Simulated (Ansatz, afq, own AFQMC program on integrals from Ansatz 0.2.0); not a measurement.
Two steps: Ansatz 0.2.0 writes the Fock matrix and Cholesky factors of the valence space, and afq projects on them the lowest state that overlaps trial and start.

```yaml
crystal:
  periodic: [false, false, false]
  atoms:
    - {symbol: B, position_ang: [0.000000, 0.285752, 1.411356]}
    - {symbol: Al, position_ang: [0.000000, -0.077706, -0.611176]}
    - {symbol: H, position_ang: [0.000000, 0.497497, 2.589653]}
    - {symbol: H, position_ang: [0.000000, -1.482324, -1.367068]}
basis:
  gaussian: {orbitals: cc-pVDZ}
magnetization: {spin_polarized: false}
correlation: {method: ccsd_t, electrons: outside_noble_gas, hamiltonian_folder: ham}
```

```sh
$ ansatz run in.yaml --threads 1 --pin off --events-out ev --progress --plain --max-ram 1382MiB
```

Options of the walk:

```
--method free --trial cisd --walkers 20 --time-step 0.08 --max-blocks 60 --target-error 0.00068 --factor-cut 0.001 --seed 6726 --times 0.0,0.48,0.96,2.0,3.04,4.0 --taylor-order 10
```

Times are imaginary, in 1/Eh. The walk had a cap of 193 s.

```
orbitals 36  electrons 4 4  factors 179 of 401
reference energy -267.60113927 Eh
CCSD correlation -0.17489556 Eh in 15 cycles, weight of the determinant in the CISD state 0.8223
repeat  energy at the last time / Eh  error
    10  -267.792680  0.003090
    20  -267.790208  0.003189
    30  -267.786794  0.002206
    40  -267.788753  0.002041
    50  -267.787820  0.001604
    60  -267.787725  0.001385
time / (1/Eh)  energy / Eh  error  mean overlap
  0.00  -267.775180  0.000295  1.2134
  0.48  -267.781154  0.000478  1.2074
  0.96  -267.783394  0.000638  1.1890
  2.00  -267.785534  0.000695  1.1574
  3.04  -267.786607  0.000871  1.1379
  4.00  -267.787725  0.001385  1.1343
energy -267.787725 +/- 0.001385 Eh
```

(1) Estimate how long the walk took on 1 thread of Intel(R) Xeon(R) Platinum 8488C (Sapphire Rapids), with other jobs on the host.

The run passed its tests (error under three times the target), which doesn't prove that it has relaxed.

Against this walk (error 37.7 meV) on the same determinant: CCSD(T) 95.7 meV higher, CCSDT(Q) 26.9 meV higher (within the noise). The error is statistical, and a free projection of finite length keeps a remainder of its start. The last points still move (meV from the last: 179 ± 13 at 0.48, 118 ± 17 at 0.96, 60 ± 19 at 2.00, 30 ± 24 at 3.04, 0 ± 38 at 4.00), but the last one has reached CCSDT(Q) within the noise or passed it, so little can be left to fall.

Cautions: remainder of the start not in the error; error above the target (37.7 against 18.5 meV); higher spins were not checked; restricted determinant unstable towards unrestricted (UHF 1.17 eV lower, ⟨S²⟩ 1.04); strong correlation (T1 0.029, weight of the determinant 0.82, largest double 0.26); CCSDT(Q) on the UHF determinant differs (345 meV lower), perhaps since the unrestricted series falls towards higher spin; so few walkers bias the energy; the coarse factor cut changes the integrals a little; the time-step error isn't removed.

Answers

(1) 8.7 s of wall time.

CCSDT and higher add their correlation energy to the determinant of the CCSD(T) run, since their own runs factorise the integrals more tightly (a shift of under 2 meV). A walk keeps the symmetry of its determinant, which the program's search chose and which needn't be the lowest solution, so a lower state of the same spin and another symmetry isn't excluded.
